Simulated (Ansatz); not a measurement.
System: HCl, charge 1, doublet. HCl+ (parent SMILES Cl, doublet).
B3LYP-D3(BJ)/def2-TZVP minimum from Ansatz (a quantum-chemistry and plane-wave program):
```xyz
2

Cl     0.0000     0.0000    -0.0736
H      0.0000     0.0000     1.2515
```
Charge +1, spin multiplicity 2.

Total energies in cc-pV(5+d)Z, 7 correlated electrons, 5 frozen orbitals. Open shells are spin-unrestricted; no spin-orbit coupling. Correlated methods leave the cores frozen. No relativity.

| method | program | energy (Eh) | minus CCSDT(Q) (mEh) |
|---|---|---|---|
| HF | Ansatz | -459.68944 | 213.50 |
| MP2 | Ansatz | -459.87205 | 30.89 |
| CCSD | Ansatz | -459.89449 | 8.45 |
| CCSD(T) | Ansatz | -459.90196 | 0.98 |
| CCSDT(Q) | Ansatz | -459.90294 | 0.00 |

Rough core times of Ansatz's runs on a shared machine: CCSD(T) 20 s, CCSDT(Q) 20 min.
